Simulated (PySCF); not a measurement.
**HPS: NMR shifts and electronic excitations in gas and solvents**

Aim: compute the NMR shifts and electronic excitations of HPS (`P=S`), and see what a dielectric continuum does where one was used.

The runs use PySCF 2.14.0, with density-fitted response routines of our own; the level of theory stands in each step. All values are computed, except where a source is named. Atoms are numbered from 0 throughout.

## 1. The starting structure

3 atoms, charge 0, multiplicity 1; geometry from: GFN2-xTB.

Bonds of the start (Å): P0–S1 1.93, P0–H2 1.42.

## 2. Optimising the geometry at PBE0-D3(BJ)/def2-SVP

What the job is given:

```
{"job": {"xc": "PBE0", "basis": "def2-SVP", "d3": "d3bj", "grid": 1, "kind": "geom"}, "charge": 0, "multiplicity": 1}
P     -0.227284     0.686984    -0.001779
S      1.423099    -0.321513    -0.011498
H     -1.184334    -0.368009     0.000723
```

Launch:

```bash
$ OMP_NUM_THREADS=1 python probes_run.py task.json out
```

This one command runs all jobs of the session in turn.

What it wrote:

```text
step   0  E = -739.62047290  max force = 0.008641
step   1  E = -739.62081088  max force = 0.002261
step   2  E = -739.62083862  max force = 0.000619
step   3  E = -739.62084029  max force = 0.000259
optimisation converged
```

It took 5.6 s on 1 thread, shared host.

Step by step:

```csv
step,energy from step 0 (eV),largest force component (eV/Å)
0,0.0000,0.4443
1,-0.0092,0.1163
2,-0.0100,0.0318
3,-0.0100,0.0133
```

Distances of close pairs at the start and the end, largest changes first:

```csv
bond,before (Å),after (Å),change (Å)
P0–H2,1.424,1.453,+0.028
P0–S1,1.934,1.934,-0.000
```

The next job starts from the end point, and lists it.

```
                         at the end point                value
  point group (found at 0.08 Å tolerance)                   Cs
rotational constants (GHz, main isotopes)  260.6, 8.347, 8.088
                        dipole moment (D)                 1.40
```

## 3. Nuclear shieldings: PBE0/pcSseg-1 in acetone

What the job is given:

```
{"job": {"kind": "nmr", "xc": "PBE0", "basis": "pcSseg-1", "solvent": "acetone", "pop": true}, "charge": 0, "multiplicity": 1}
P     -0.250553     0.705581     0.029418
S      1.422722    -0.260221    -0.051969
H     -1.231224    -0.366271     0.025834
```

With the program's defaults for keys left out, this is: GIAO PBE0/pcSseg-1 NMR shielding, non-relativistic, IEF-PCM acetone.

What it wrote:

```text
coarse grid: 3872 points
cycle   1  E = -739.7873680162  dE =  1.012e-01  |g| = 2.559e-01  |ddm| = 1.846e+00
cycle   2  E = -739.7439227384  dE =  4.345e-02  |g| = 4.487e-01  |ddm| = 8.136e-01
cycle   3  E = -739.8091285729  dE = -6.521e-02  |g| = 1.272e-02  |ddm| = 5.289e-01
cycle   4  E = -739.8091492604  dE = -2.069e-05  |g| = 2.305e-03  |ddm| = 1.442e-02
cycle   5  E = -739.8091508343  dE = -1.574e-06  |g| = 1.173e-03  |ddm| = 5.028e-03
final grid: 29048 points
cycle   6  E = -739.8233398259  dE = -6.174e-06  |g| = 3.820e-03  |ddm| = 1.503e-02
cycle   7  E = -739.8233373936  dE =  2.432e-06  |g| = 4.687e-03  |ddm| = 9.959e-03
cycle   8  E = -739.8233433893  dE = -5.996e-06  |g| = 9.329e-04  |ddm| = 6.051e-03
cycle   9  E = -739.8233436687  dE = -2.794e-07  |g| = 3.903e-05  |ddm| = 1.168e-03
cycle  10  E = -739.8233436691  dE = -4.351e-10  |g| = 1.075e-05  |ddm| = 7.208e-05
converged SCF energy = -739.8233436691

GIAO shielding tensors (ppm)
atom      isotropic    diamagn.    paramagn.     s11        s22        s33       span
  0 P     -792.980     963.733   -1756.712  -2282.188   -460.817    364.066   2646.254
  1 S    -1436.017    1057.181   -2493.198  -4142.266  -1193.628   1027.844   5170.110
  2 H       15.438      27.348     -11.910      9.841     17.029     19.444      9.603
```

It took 5.9 s on 1 thread, shared host.

Shifts follow as δ = σ(reference) − σ, with reference shieldings (ppm) from runs at the same level and on the same kind of geometry: 1H TMS 31.24, 31P PH3 586.9, 33S CS2 495. The references are single molecules in the same continuum, so shifts against H2O, NH3, PH3, H3PO4 or CFCl3 are not on the usual liquid scales and can be off by tens of ppm.

| atoms | environment | σ (ppm) | δ (ppm) |
| --- | --- | --- | --- |
| H2 | hydrogen on a phosphorus bonded to S | 15.44 | 15.80 |
| P0 | phosphorus bonded to S, H | -793.0 | 1379.8 |
| S1 | sulfur bonded to P | -1436 | 1931 |

Charges from the same density, by scheme (e):

```csv
atoms,Mulliken,IAO,Hirshfeld,ESP fit
P0,0.26,0.32,0.20,0.11
S1,-0.32,-0.31,-0.20,-0.23
```

Mayer bond orders: P0–S1 1.93.

## 4. Shielding tensors: PBE0/pcSseg-1 in dimethylsulfoxide

What the job is given:

```
{"job": {"kind": "nmr", "xc": "PBE0", "basis": "pcSseg-1", "solvent": "dimethylsulfoxide", "pop": false}, "charge": 0, "multiplicity": 1}
P     -0.250553     0.705581     0.029418
S      1.422722    -0.260221    -0.051969
H     -1.231224    -0.366271     0.025834
```

Method: GIAO PBE0/pcSseg-1 NMR shielding, non-relativistic, IEF-PCM dimethylsulfoxide.

What it wrote:

```text
coarse grid: 3872 points
cycle   1  E = -739.7878900197  dE =  1.007e-01  |g| = 2.548e-01  |ddm| = 1.846e+00
cycle   2  E = -739.7463832302  dE =  4.151e-02  |g| = 4.420e-01  |ddm| = 8.048e-01
cycle   3  E = -739.8093477594  dE = -6.296e-02  |g| = 1.273e-02  |ddm| = 5.212e-01
cycle   4  E = -739.8093684132  dE = -2.065e-05  |g| = 2.221e-03  |ddm| = 1.437e-02
cycle   5  E = -739.8093698826  dE = -1.469e-06  |g| = 1.147e-03  |ddm| = 4.933e-03
final grid: 29048 points
cycle   6  E = -739.8235595773  dE = -6.235e-06  |g| = 3.776e-03  |ddm| = 1.498e-02
cycle   7  E = -739.8235573956  dE =  2.182e-06  |g| = 4.570e-03  |ddm| = 9.766e-03
cycle   8  E = -739.8235630465  dE = -5.651e-06  |g| = 9.097e-04  |ddm| = 5.888e-03
cycle   9  E = -739.8235633114  dE = -2.649e-07  |g| = 3.818e-05  |ddm| = 1.141e-03
cycle  10  E = -739.8235633118  dE = -4.129e-10  |g| = 1.049e-05  |ddm| = 7.072e-05
converged SCF energy = -739.8235633118

GIAO shielding tensors (ppm)
atom      isotropic    diamagn.    paramagn.     s11        s22        s33       span
  0 P     -793.202     963.713   -1756.915  -2280.583   -463.865    364.842   2645.425
  1 S    -1417.747    1057.215   -2474.962  -4094.950  -1185.675   1027.383   5122.333
  2 H       15.465      27.315     -11.851      9.926     17.045     19.424      9.498
```

Run time: 2.5 s. Hardware: 1 thread, shared host.

In short: δ P0 1380.2, S1 1913, H2 15.77 ppm.

## 5. TDDFT and polarisability: wB97X-D/def2-SVPD

What the job is given:

```
{"job": {"kind": "uv", "xc": "wB97X-D", "basis": "def2-SVPD", "dynamic": true, "nstates": 6, "ntriplets": 0}, "charge": 0, "multiplicity": 1}
P     -0.250553     0.705581     0.029418
S      1.422722    -0.260221    -0.051969
H     -1.231224    -0.366271     0.025834
```

Level: TDDFT wB97X-D/def2-SVPD, vertical, gas phase, core orbitals frozen in the response.

What it wrote:

```text
coarse grid: 3872 points
cycle   1  E = -739.7771395480  dE =  2.852e-02  |g| = 3.020e-01  |ddm| = 1.928e+00
cycle   2  E = -739.7610136597  dE =  1.613e-02  |g| = 4.000e-01  |ddm| = 8.717e-01
cycle   3  E = -739.8134604299  dE = -5.245e-02  |g| = 1.941e-02  |ddm| = 4.985e-01
cycle   4  E = -739.8136412650  dE = -1.808e-04  |g| = 7.841e-03  |ddm| = 5.155e-02
cycle   5  E = -739.8136734052  dE = -3.214e-05  |g| = 1.674e-03  |ddm| = 1.413e-02
cycle   6  E = -739.8136764325  dE = -3.027e-06  |g| = 6.721e-04  |ddm| = 6.408e-03
final grid: 29048 points
cycle   7  E = -739.8883551124  dE = -1.981e-05  |g| = 4.903e-03  |ddm| = 2.789e-02
cycle   8  E = -739.8883526422  dE =  2.470e-06  |g| = 5.843e-03  |ddm| = 1.257e-02
cycle   9  E = -739.8883634947  dE = -1.085e-05  |g| = 2.805e-04  |ddm| = 7.304e-03
cycle  10  E = -739.8883635847  dE = -8.999e-08  |g| = 1.780e-04  |ddm| = 8.652e-04
cycle  11  E = -739.8883636086  dE = -2.390e-08  |g| = 4.872e-05  |ddm| = 5.181e-04
cycle  12  E = -739.8883636107  dE = -2.069e-09  |g| = 9.812e-06  |ddm| = 1.555e-04
cycle  13  E = -739.8883636108  dE = -1.311e-10  |g| = 2.184e-06  |ddm| = 4.222e-05
converged SCF energy = -739.8883636108

Static polarisability (au): isotropic 45.932, principal 34.950 40.261 62.586

Singlet excitations
state   eV       nm        f      main configurations
  1   1.5321    809.2   0.00051   H->L 1.00
  2   4.1151    301.3   0.00224   H-2->L 0.99
  3   5.0283    246.6   0.08380   H-1->L 0.87
  4   5.8433    212.2   0.00156   H-3->L 0.99
  5   5.9751    207.5   0.06606   H->L+1 0.82, H->L+2 0.09
  6   6.3272    196.0   0.01913   H->L+2 0.85, H->L+1 0.10
```

It took 5.8 s on 1 thread, shared host.

The orbitals next to the gap, with their largest atomic shares:

```
orbital      eV                      atoms
 HOMO−3  -13.18  S1 44 %, P0 38 %, H2 18 %
 HOMO−2  -11.34           P0 50 %, S1 47 %
 HOMO−1  -10.98           S1 60 %, P0 37 %
   HOMO   -8.75  S1 63 %, P0 27 %, H2 10 %
   LUMO   -2.01   P0 54 %, S1 41 %, H2 5 %
 LUMO+1    1.90  S1 44 %, P0 43 %, H2 13 %
 LUMO+2    2.11  S1 55 %, P0 27 %, H2 18 %
```

With each of the 6 states as a Gaussian band of 0.4 eV half-width at 1/e, the curve within the window shown has maxima at 246 nm (ε 3,400), 206 nm (ε 3,100) L/(mol cm). Beyond the last state computed it falls off for lack of states. The curve at chosen wavelengths:

nm, ε (L/mol/cm) and a bar:
```
      187        630 #########
      233       2193 ##############################
      278        489 #######
      324         54 #
      370          2 
      416          0 
      461          0 
      507          0 
      553          1 
      598          3 
      644          8 
      690         13 
      736         18 
      781         20 
      827         21 
      873         19 
      919         17 
      964         14 
     1010         12 
     1056          9 
     1101          7 
     1147          6 
     1193          5 
     1239          4 
     1284          3 
     1330          2
```

Leading natural transition orbitals of singlet state 3: the hole lies on S1 60 %; P0 35 %; the particle on P0 52 %; S1 38 %; H2 10 %.

Leading natural transition orbitals of singlet state 1: the hole lies on S1 72 %; P0 15 %; H2 13 %; the particle on P0 51 %; S1 39 %; H2 9 %.

Further results of this job:

```csv
property,computed
dipole moment (D),1.52
polarisability (Å³),6.81
HOMO–LUMO gap (eV),6.74
−ε(HOMO) (eV),8.75
C6 with itself (au),668
```

The fields below are evaluated on a grid from the run's orbitals.

Frontier orbitals at wB97X-D/def2-SVPD, with the share of their density that lies nearest to each atom:

```
orbital  energy (eV)                    lies on
   HOMO        -8.75  S1 67 %; P0 20 %; H2 13 %
   LUMO        -2.01   P0 53 %; S1 38 %; H2 9 %
```

ELF in a plane through or near 3 of the atoms.

Values, 10 rows by 14 columns:
```
0.00 0.00 0.00 0.00 0.00 0.00 0.00 0.00 0.00 0.00 0.00 0.00 0.00 0.00
0.00 0.00 0.00 0.03 0.19 0.20 0.05 0.00 0.00 0.00 0.00 0.00 0.00 0.00
0.00 0.00 0.09 0.52 0.77 0.77 0.44 0.01 0.03 0.22 0.06 0.00 0.00 0.00
0.00 0.03 0.37 0.82 0.95 0.94 0.69 0.05 0.83 0.99 0.96 0.18 0.00 0.00
0.00 0.18 0.65 0.87 0.48 0.33 0.74 0.49 0.99 1.00 0.99 0.51 0.00 0.00
0.00 0.32 0.79 0.94 0.30 0.25 0.83 0.14 0.75 0.96 0.78 0.12 0.00 0.00
0.00 0.20 0.76 0.89 0.85 0.57 0.49 0.70 0.20 0.64 0.14 0.01 0.00 0.00
0.00 0.01 0.38 0.63 0.37 0.15 0.64 0.83 0.98 0.87 0.28 0.01 0.00 0.00
0.00 0.00 0.00 0.02 0.01 0.02 0.54 0.96 0.96 0.82 0.21 0.00 0.00 0.00
0.00 0.00 0.00 0.00 0.00 0.00 0.05 0.40 0.37 0.07 0.00 0.00 0.00 0.00
```
The map spans 8.1 Å across and 6.5 Å up, centred on the molecule. Atoms in the plane (x, y in Å): P0 (0.3, -0.7), S1 (-1.5, 0.2), H2 (1.2, 0.4).

log10 of the density (e/Å³) in the same plane.

Ten even steps from '0' (-4.0) to '9' (2.2):
```
0000001111111000000000000000
0000001111111000000000000000
0000112222222211111000000000
0001223333333221111111000000
0012233444443322222221100000
0122344555554433343332210000
0123445566655444444433211000
1223455666665545555543221000
1233456689766556666544321000
1234456699866666666544321000
1234456678766666665543321000
1233455666666698665543221000
1123445555556698655433210000
0123344445555666655433210000
0112333444455566554432210000
0011222333344555544332100000
0001112222334444443322100000
0000011112233344333221000000
0000000000112222222110000000
0000000000011122211100000000
```
The map spans 8.1 Å across and 6.5 Å up, centred on the molecule. Atoms in the plane (x, y in Å): P0 (0.3, -0.7), S1 (-1.5, 0.2), H2 (1.2, 0.4).

On the surface of density 0.002 e/bohr³ the electrostatic potential runs, from the 1st to the 99th percentile, from -0.83 V near S1 to 1.40 V near H2.

## 6. Ultraviolet spectrum: wB97X-D/def2-SVPD in acetone

What the job is given:

```
{"job": {"kind": "uv", "xc": "wB97X-D", "basis": "def2-SVPD", "solvent": "acetone", "nstates": 6, "ntriplets": 0}, "charge": 0, "multiplicity": 1}
P     -0.250553     0.705581     0.029418
S      1.422722    -0.260221    -0.051969
H     -1.231224    -0.366271     0.025834
```

Method: TDDFT wB97X-D/def2-SVPD, vertical, IEF-PCM acetone (non-equilibrium linear response), core orbitals frozen in the response.

What it wrote:

```text
coarse grid: 3872 points
cycle   1  E = -739.7901711176  dE =  1.576e-02  |g| = 2.655e-01  |ddm| = 1.925e+00
cycle   2  E = -739.7955689328  dE = -5.398e-03  |g| = 2.675e-01  |ddm| = 6.999e-01
cycle   3  E = -739.8173062968  dE = -2.174e-02  |g| = 1.535e-02  |ddm| = 3.720e-01
cycle   4  E = -739.8174377895  dE = -1.315e-04  |g| = 6.111e-03  |ddm| = 4.440e-02
cycle   5  E = -739.8174595397  dE = -2.175e-05  |g| = 1.480e-03  |ddm| = 1.372e-02
cycle   6  E = -739.8174619327  dE = -2.393e-06  |g| = 5.696e-04  |ddm| = 5.759e-03
final grid: 29048 points
cycle   7  E = -739.8921459854  dE = -2.143e-05  |g| = 4.461e-03  |ddm| = 2.746e-02
cycle   8  E = -739.8921476178  dE = -1.632e-06  |g| = 4.306e-03  |ddm| = 1.099e-02
cycle   9  E = -739.8921530250  dE = -5.407e-06  |g| = 2.879e-04  |ddm| = 5.746e-03
cycle  10  E = -739.8921531381  dE = -1.131e-07  |g| = 1.484e-04  |ddm| = 1.076e-03
cycle  11  E = -739.8921531588  dE = -2.062e-08  |g| = 3.765e-05  |ddm| = 5.176e-04
cycle  12  E = -739.8921531604  dE = -1.672e-09  |g| = 8.505e-06  |ddm| = 1.444e-04
cycle  13  E = -739.8921531605  dE = -9.641e-11  |g| = 2.043e-06  |ddm| = 3.316e-05
converged SCF energy = -739.8921531605

Static polarisability (au): isotropic 66.478, principal 48.600 57.678 93.157

Singlet excitations
state   eV       nm        f      main configurations
  1   1.6611    746.4   0.00080   H->L 1.00
  2   4.1702    297.3   0.00291   H-2->L 0.99
  3   4.9834    248.8   0.12744   H-1->L 0.91
  4   5.8586    211.6   0.00185   H-3->L 0.99
  5   5.9735    207.6   0.08746   H->L+1 0.92
  6   6.3639    194.8   0.01960   H->L+2 0.92
```

Wall time 3.4 s (1 thread, shared host).

In short: HOMO -8.67 eV, LUMO -1.79 eV; lowest singlet 1.66 eV.

## 7. Excited states and response: wB97X-D/def2-SVPD in dimethylsulfoxide

What the job is given:

```
{"job": {"kind": "uv", "xc": "wB97X-D", "basis": "def2-SVPD", "solvent": "dimethylsulfoxide", "nstates": 6, "ntriplets": 0}, "charge": 0, "multiplicity": 1}
P     -0.250553     0.705581     0.029418
S      1.422722    -0.260221    -0.051969
H     -1.231224    -0.366271     0.025834
```

With the program's defaults for keys left out, this is: TDDFT wB97X-D/def2-SVPD, vertical, IEF-PCM dimethylsulfoxide (non-equilibrium linear response), core orbitals frozen in the response.

What it wrote:

```text
coarse grid: 3872 points
cycle   1  E = -739.7906951309  dE =  1.524e-02  |g| = 2.643e-01  |ddm| = 1.925e+00
cycle   2  E = -739.7964682462  dE = -5.773e-03  |g| = 2.636e-01  |ddm| = 6.951e-01
cycle   3  E = -739.8175125412  dE = -2.104e-02  |g| = 1.524e-02  |ddm| = 3.684e-01
cycle   4  E = -739.8176428287  dE = -1.303e-04  |g| = 6.060e-03  |ddm| = 4.444e-02
cycle   5  E = -739.8176643167  dE = -2.149e-05  |g| = 1.469e-03  |ddm| = 1.377e-02
cycle   6  E = -739.8176666828  dE = -2.366e-06  |g| = 5.631e-04  |ddm| = 5.768e-03
final grid: 29048 points
cycle   7  E = -739.8923509172  dE = -2.148e-05  |g| = 4.447e-03  |ddm| = 2.744e-02
cycle   8  E = -739.8923526368  dE = -1.720e-06  |g| = 4.262e-03  |ddm| = 1.094e-02
cycle   9  E = -739.8923579136  dE = -5.277e-06  |g| = 2.892e-04  |ddm| = 5.701e-03
cycle  10  E = -739.8923580281  dE = -1.145e-07  |g| = 1.477e-04  |ddm| = 1.087e-03
cycle  11  E = -739.8923580487  dE = -2.061e-08  |g| = 3.734e-05  |ddm| = 5.210e-04
cycle  12  E = -739.8923580504  dE = -1.667e-09  |g| = 8.513e-06  |ddm| = 1.450e-04
cycle  13  E = -739.8923580505  dE = -9.356e-11  |g| = 2.073e-06  |ddm| = 3.334e-05
converged SCF energy = -739.8923580505

Static polarisability (au): isotropic 67.742, principal 49.515 58.836 94.876

Singlet excitations
state   eV       nm        f      main configurations
  1   1.6641    745.1   0.00085   H->L 1.00
  2   4.1671    297.5   0.00308   H-2->L 0.99
  3   4.9606    249.9   0.13879   H-1->L 0.91
  4   5.8560    211.7   0.00199   H-3->L 0.99
  5   5.9615    208.0   0.09181   H->L+1 0.93
  6   6.3550    195.1   0.02102   H->L+2 0.92
```

Run time: 3.6 s. Hardware: 1 thread, shared host.

In short: HOMO -8.67 eV, LUMO -1.79 eV; lowest singlet 1.66 eV.

## 8. Run by run: NMR shifts

Shifts (ppm), with basis size and wall time:

```csv
run,H2,P0,S1,functions,time
PBE0/pcSseg-1 in acetone,15.80,1379.8,1931,53,5.9 s
PBE0/pcSseg-1 in dimethylsulfoxide,15.77,1380.2,1913,53,2.5 s
```

The continuum's effect on the ground state:

| solvent | ε | polarisation energy (Eh) | μ (D) |
| --- | --- | --- | --- |
| acetone | 20.49 | -0.0053 | 2.49 |
| dimethylsulfoxide | 46.83 | -0.0057 | 2.54 |

## 9. Comparing the runs: electronic excitations

Excitations and ground-state properties, with basis size and wall time:

| run | lowest singlet (eV) | brightest (eV) | f | gap (eV) | α (Å³) | μ (D) | functions | time |
| --- | --- | --- | --- | --- | --- | --- | --- | --- |
| wB97X-D/def2-SVPD | 1.53 | 5.03 | 0.084 | 6.74 | 6.81 | 1.52 | 59 | 5.8 s |
| wB97X-D/def2-SVPD in acetone | 1.66 | 4.98 | 0.127 | 6.88 | 9.85 | 2.44 | 59 | 3.4 s |
| wB97X-D/def2-SVPD in dimethylsulfoxide | 1.66 | 4.96 | 0.139 | 6.88 | 10.04 | 2.49 | 59 | 3.6 s |

The continuum's effect on the ground state:

```csv
solvent,ε,polarisation energy (Eh),μ (D)
acetone,20.49,-0.0050,2.44
dimethylsulfoxide,46.83,-0.0054,2.49
```

## 10. Summary of results

| quantity | value |
| --- | --- |
| point group | Cs |
| rotational constants (main isotopes) | 260.56, 8.35, 8.09 GHz |
| 1H shifts against TMS (PBE0/pcSseg-1, acetone) | 15.80 ppm |
| 31P shifts against PH3 (PBE0/pcSseg-1, acetone) | 1379.8 ppm |
| 33S shifts against CS2 (PBE0/pcSseg-1, acetone) | 1931 ppm |
| lowest singlet (wB97X-D/def2-SVPD) | 1.53 eV (809 nm), f = 0.001 |
| brightest single state of those computed | state 3, 5.03 eV, f = 0.084 |
| surface potential, 1st and 99th percentile | -0.83 V and 1.40 V |
| range of the shift of S1 | 1913 to 1931 ppm |
| range of the lowest singlet | 1.53 to 1.66 eV |

The optimisation took 3 steps and gained 0.010 eV; among the close pairs (by a distance rule), P0–H2 changed most, from 1.424 to 1.453 Å. At PBE0/pcSseg-1: Shielding is most anisotropic at S1 (span 5170 ppm, paramagnetic term -2493 ppm). The lowest singlet, at 1.53 eV, is HOMO→LUMO 1.00 and is dark; of the 6 states computed, the strongest absorption comes from state 3 at 5.03 eV. At wB97X-D/def2-SVPD, counted by nearest atom on the grid, the HOMO lies on S1 67 %; P0 20 %, the LUMO on P0 53 %; S1 38 %. Across the 2 runs the shift of S1 moves most, between 1913 (PBE0/pcSseg-1 in dimethylsulfoxide) and 1931 ppm (PBE0/pcSseg-1 in acetone). The continuum holds electrostatics alone: no hydrogen bonds to the solvent, and the gas-phase geometry is kept. The lowest singlet runs from 1.53 eV (wB97X-D/def2-SVPD) to 1.66 eV (wB97X-D/def2-SVPD in dimethylsulfoxide), while the orbital gap spans 6.74 to 6.88 eV. The lowest state need not be the same one in every run.
